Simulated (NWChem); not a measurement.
# One shape, several levels: triplet C2H2F4

We compute a comparison of 3 runs (UHF/3-21G, UB3LYP/6-31G*) of triplet C2H2F4. 

The results are computed with NWChem 7.3.0.

3 further runs of the same task are left out: 3 that didn't finish.

## (1) The structure to begin with

C2H2F4: 8 atoms, total charge 0, spin state triplet. As SMILES of the parent species, `FCC(F)(F)F`. The coordinates come from a PBE0-D4/def2-TZVP relaxation. That shape belongs to the parent species and isn't relaxed for this state.

Bond lengths: F1–C2 1.364 Å, C2–C3 1.514 Å, C3–F4 1.332 Å, C3–F5 1.339 Å, C3–F6 1.332 Å, C2–H7 1.092 Å, C2–H8 1.092 Å. Some angles: F1–C2–C3 109.8°, C2–C3–F4 111.9°, C2–C3–F5 108.9°, C2–C3–F6 111.9°, F4–C3–F5 108.1°, F4–C3–F6 107.9°, F5–C3–F6 108.1°, F1–C2–H7 109.7°, F1–C2–H8 109.7°, C3–C2–H7 108.6°.

## (2) A single-point energy at UHF/3-21G (run 1)

Input file a.nw:

```
start a
memory stack 880 mb heap 220 mb global 1100 mb
charge 0

geometry units angstrom noautosym nocenter noautoz
   F    -0.224600   -1.506500    0.915200
   C    -0.211200   -0.737800   -0.211700
   C     0.211200    0.674300    0.135500
   F     1.434400    0.711300    0.662400
   F     0.217100    1.411800   -0.982100
   F    -0.624600    1.243600    1.002900
   H     0.502000   -1.148600   -0.930100
   H    -1.212300   -0.705100   -0.647900
end

basis spherical bse
   * library 3-21G
end

scf
   nopen 2
   uhf
   thresh 1e-08
   maxiter 80
end

task scf energy
```

Command:

```bash
$ nwchem a.nw > a.out
```

The log of the run:

```text
[...]
  functions       =    58
[...]
  wavefunction    = UHF
[...]
         Total SCF energy =   -471.715918027490
      One electron energy =  -1199.410381716419
      Two electron energy =    454.654482924869
 Nuclear repulsion energy =    273.039980764060
                       Sz =      1.0000
                 Sz(Sz+1) =      2.0000
                      S^2 =      2.0074
[...]
```

Run time: 37 s. Hardware: 1 thread of Intel Xeon Platinum 8259CL at 2.50GHz (Skylake/Cascade Lake), shared host; peak memory 0.098 GiB.

## (3) A single-point energy at UB3LYP/6-31G(d) (spherical functions) (run 2)

Input file run.py:

```python
from ase import Atoms
from ase.calculators.nwchem import NWChem

system = Atoms(['F', 'C', 'C', 'F', 'F', 'F', 'H', 'H'], positions=[
    [-0.224600, -1.506500, 0.915200],
    [-0.211200, -0.737800, -0.211700],
    [0.211200, 0.674300, 0.135500],
    [1.434400, 0.711300, 0.662400],
    [0.217100, 1.411800, -0.982100],
    [-0.624600, 1.243600, 1.002900],
    [0.502000, -1.148600, -0.930100],
    [-1.212300, -0.705100, -0.647900],
])

calc = NWChem(
    label='input',
    theory='dft',
    memory='2200 mb',
    basis='6-31G*',
    basispar='spherical bse',
    dft={'xc': 'b3lyp', 'mult': '3', 'grid': 'xfine', 'convergence': 'energy 1e-08', 'iterations': '100', 'mulliken': None, 'print': 'low'},
    task='energy',
)
system.calc = calc

print(f"energy = {system.get_potential_energy():.6f} eV")
```

Command:

```bash
$ export ASE_NWCHEM_COMMAND="nwchem PREFIX.nwi > PREFIX.nwo"
$ python run.py
```

The log of the run:

```text
energy = -12963.887716 eV
```

The calculator wrote input.nwi:

```
title "input"

permanent_dir input

scratch_dir input

start input

geometry units angstrom nocenter noautosym noautoz
  F  -2.2459999999999999e-01 -1.5065000000000000e+00 9.1520000000000001e-01
  C  -2.1120000000000000e-01 -7.3780000000000001e-01 -2.1170000000000000e-01
  C  2.1120000000000000e-01 6.7430000000000001e-01 1.3550000000000001e-01
  F  1.4343999999999999e+00 7.1130000000000004e-01 6.6239999999999999e-01
  F  2.1709999999999999e-01 1.4117999999999999e+00 -9.8209999999999997e-01
  F  -6.2460000000000004e-01 1.2436000000000000e+00 1.0028999999999999e+00
  H  5.0200000000000000e-01 -1.1486000000000001e+00 -9.3010000000000004e-01
  H  -1.2122999999999999e+00 -7.0509999999999995e-01 -6.4790000000000003e-01
end

memory 2200 mb

basis spherical bse noprint
   * library 6-31G*
end

dft
  xc b3lyp
  mult 3
  grid xfine
  convergence energy 1e-08
  iterations 100
  mulliken
  print low
end

task dft energy
```

input.nwo:

```text
Northwest Computational Chemistry Package (NWChem) 7.3.0
             --------------------------------------------------------

           Job information
           ---------------

    nwchem branch   = 7.3.0
    use scalapack   = T
    input           = input.nwi
    prefix          = input.
    data base       = input/input.db
    status          = startup
    nproc           =        1

           Memory information
           ------------------

[... 5 lines left out ...]
    hardfail = no
[... 38 lines left out ...]
            Nuclear Dipole moment (a.u.)
[... 103 lines left out ...]
         Total DFT energy =     -476.414090219889
[... 1 line left out ...]
           Coulomb energy =      507.423477430436
[... 1 line left out ...]
 Nuclear repulsion energy =      273.039980764060
[... 41 lines left out ...]
     ------------------------------------------
      Spin Density - Lowdin Population Analysis
     ------------------------------------------

    Atom       Charge   Shell Charges
 -----------   ------   -------------------------------------------------------
    1 F    9     0.58   0.00  0.06  0.40 -0.00  0.10  0.01
    2 C    6     0.66   0.00  0.01  0.32  0.01  0.24  0.08
    3 C    6     0.33   0.00  0.02  0.19  0.01  0.06  0.05
[... 4 lines of this table left out ...]
    8 H    1     0.04   0.02  0.03

     --------------------------
     Expectation value of S2:
     --------------------------
      <S2> =      2.0033 (Exact =     2.0000)

 Task  times  cpu:      232.6s     wall:      232.6s
 Total times  cpu:      232.6s     wall:      232.6s
```

It took 3.9 min on 1 thread of Intel Xeon Platinum 8259CL at 2.50GHz (Skylake/Cascade Lake), shared host; peak memory 0.13 GiB.

## (4) A single-point energy at UB3LYP/6-31G(d) (Cartesian functions) (run 3)

Input file a.nw:

```
start a
memory 2200 mb

geometry units angstrom noautosym nocenter noautoz
   F     -0.224600    -1.506500     0.915200
   C     -0.211200    -0.737800    -0.211700
   C      0.211200     0.674300     0.135500
   F      1.434400     0.711300     0.662400
   F      0.217100     1.411800    -0.982100
   F     -0.624600     1.243600     1.002900
   H      0.502000    -1.148600    -0.930100
   H     -1.212300    -0.705100    -0.647900
end

basis
   * library 6-31G*
end

dft
   xc b3lyp
   mult 3
   grid fine
   convergence energy 1e-08
   iterations 100
   mulliken
end

task dft
```

Command:

```bash
$ nwchem a.nw > a.out
```

The log of the run:

```text
[...]
          Wavefunction type:  spin polarized.
          No. of atoms     :     8
          No. of electrons :    50
[...]
          Charge           :     0
          Spin multiplicity:     3
[...]
          AO basis - number of functions:    94
[...]
              XC Information
              --------------
                         B3LYP Method XC Potential
                     Hartree-Fock (Exact) Exchange  0.200
                        Slater Exchange Functional  0.800 local
                    Becke 1988 Exchange Functional  0.720 non-local
              Lee-Yang-Parr Correlation Functional  0.810
                  VWN I RPA Correlation Functional  0.190 local
[...]
 d= 0,ls=0.0,diis     1   -476.1709308725 -7.49D+02  2.13D-02  5.60D-01     3.2
[...]
 d= 0,ls=0.5,diis    34   -476.4194641186 -7.06D-09  4.69D-06  8.89D-09   103.0
[...]
         Total DFT energy =     -476.419464123886
      One electron energy =    -1203.341329501966
           Coulomb energy =      507.331269941484
    Exchange-Corr. energy =      -53.449385327464
 Nuclear repulsion energy =      273.039980764060
[...]
      Total Density - Mulliken Population Analysis
     ---------------------------------------------
    Atom       Charge   Shell Charges
 -----------   ------   -------------------------------------------------------
    1 F    9     9.02   1.99  0.98  3.25  0.88  1.85  0.07
    2 C    6     6.38   1.99  0.69  2.06  0.53  1.05  0.07
    3 C    6     5.30   1.99  0.72  1.84  0.14  0.48  0.13
    4 F    9     9.21   1.99  0.95  3.31  0.96  1.94  0.06
    5 F    9     9.21   1.99  0.96  3.31  0.96  1.94  0.06
    6 F    9     9.21   1.99  0.95  3.31  0.96  1.94  0.06
    7 H    1     0.83   0.52  0.31
    8 H    1     0.83   0.52  0.31
[...]
      <S2> =      2.0033 (Exact =     2.0000)
[...]
```

Wall time 1.8 min (1 thread of Intel Xeon Platinum 8259CL at 2.50GHz (Skylake/Cascade Lake), shared host); peak memory 0.11 GiB.

## (5) The series

```csv
run,level,iteration cap,module,energy (Eh),dipole moment (D),HOMO energy (eV),⟨S²⟩,wall time
1,UHF/3-21G,80,scf,-471.715918,3.37,-4.32,2.007,37 s
2,UB3LYP/6-31G* (spherical functions),100,dft,-476.414090,–,–,2.003,3.9 min
3,UB3LYP/6-31G* (Cartesian functions),100,dft,-476.419464,1.04,-0.31,2.003,1.8 min
```

## (6) Summary of results

```
                                 quantity          value
                      run 3: total energy  -476.41946 Eh
                     run 3: dipole moment         1.04 D
run 3: HOMO energy (highest over α and β)       -0.31 eV
                              run 3: ⟨S²⟩          2.003
```

All runs together took 6.3 min, the longest 3.9 min.
